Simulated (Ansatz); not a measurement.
# H3O (doublet): wave-function methods side by side at distance H1–H2 along a hydrogen transfer = 0.817 Å, 6-31G

How much of the correlation energy of H3O (doublet) does each wave-function method recover here?

Program: Ansatz 0.2.0, Gaussian basis. Level of theory: 6-31G, core rule «outside noble gas», up to 1 orbitals frozen. These are calculated values, not measurements.

The runs, in order: UHF; CCSD(T) on ROHF; CCSD(T) on UHF; BCCD(T) on ROHF; CISD; CCSDT(Q) on ROHF; CCSDT(Q) on UHF; CISDTQ; CCSDTQ on ROHF; CCSDTQ on UHF; CASSCF and MRCISD+Q, 3 electrons in 3 orbitals; CASSCF and NEVPT2, 3 electrons in 3 orbitals; CASSCF and MRCISD+Q, 9 electrons in 7 orbitals; CASSCF and NEVPT2, 9 electrons in 7 orbitals; Full CI.

5 further runs of the same task are left out: 4 that didn't finish, 1 set aside as unsound or not needed.

### Step 1. What is computed

The geometry derives from fragments relaxed apart (PBE0/def2-TZVP) and kept rigid, so it is no stationary point. A hydrogen atom is moved between rigid fragments.

4 atoms, charge 0, spin multiplicity 2.

Atoms are counted from 1 here; the program's logs count them from 0.

Bond lengths: H1–H2 0.817 Å, O3–H4 0.973 Å.

### Step 2. UHF

in.yaml reads:

```yaml
crystal:
  periodic: [false, false, false]
  atoms:
    - {symbol: H, position_ang: [-2.060156, 0.049803, 0.000000]}
    - {symbol: H, position_ang: [-1.243156, 0.049803, 0.000000]}
    - {symbol: O, position_ang: [0.180844, 0.049803, 0.000000]}
    - {symbol: H, position_ang: [0.432703, -0.890147, 0.000000]}
basis:
  gaussian: {orbitals: 6-31G}
magnetization: {spin_polarized: true, initial_magnetization: 1}
hamiltonian: {xc: hf}
output: {orbitals: {seedname: orbitals}}
```

Launch:

```sh
$ ansatz run in.yaml --threads 1 --pin off --events-out ev --progress --plain --max-ram 2393MiB
```

Further steps of the session: CCSD(T) on ROHF; CCSD(T) on UHF; BCCD(T) on ROHF; CISD; CCSDT(Q) on ROHF; CCSDT(Q) on UHF; CISDTQ; CCSDTQ on ROHF; CCSDTQ on UHF; CASSCF and MRCISD+Q, 3 electrons in 3 orbitals; CASSCF and NEVPT2, 3 electrons in 3 orbitals; CASSCF and MRCISD+Q, 9 electrons in 7 orbitals; CASSCF and NEVPT2, 9 electrons in 7 orbitals; Full CI.

**Question.** What will the summary of the whole plan be? Wanted: FCI below the RHF energy; RMP2 from FCI; UMP2 from FCI; RCCSD from FCI; RCCSD(T) from FCI; UCCSD(T) from FCI; RCCSDT(Q) from FCI; UCCSDT(Q) from FCI; MRCISD+Q pair from FCI.

**Answer**, as computed:

```
                         quantity                                                                                                                         value
         FCI below the RHF energy                                                                                                                    -3.7435 eV
                    RMP2 from FCI                                                                                                                    +583.6 meV
                    UMP2 from FCI                                                                                                                    +538.4 meV
                   RCCSD from FCI                                                                                                                     +45.8 meV
                RCCSD(T) from FCI                                                                                                                     +13.2 meV
                UCCSD(T) from FCI                                                                                                                     +13.0 meV
               RCCSDT(Q) from FCI                                                                                                                      +0.3 meV
               UCCSDT(Q) from FCI                                                                                                                      +0.1 meV
           MRCISD+Q pair from FCI                                                                                                                     +14.3 meV
          NEVPT2 valence from FCI                                                                                                                    +402.4 meV
        MRCISD+Q valence from FCI                                                                                                                     +34.9 meV
levels within 1 kcal/mol (43 meV)  RCCSD(T), UCCSD(T), BCCD(T), RCCSDT, UCCSDT, CISDTQ, RCCSDT(Q), UCCSDT(Q), RCCSDTQ, UCCSDTQ, MRCISD+Q pair, MRCISD+Q valence
                    T1 diagnostic                                                                                                                         0.033
   effectively unpaired electrons                                                                                                                          1.02
```

RCCSD(T) misses by +13.2 meV, 0.4 % of the correlation energy. One determinant dominates. Of the multireference levels listed MRCISD+Q pair comes nearest in total energy (+14.3 meV), which doesn't show that its space is the better one. These misses are within one basis, not against nature; the frozen cores of restricted and unrestricted runs differ, which can shift their rows.
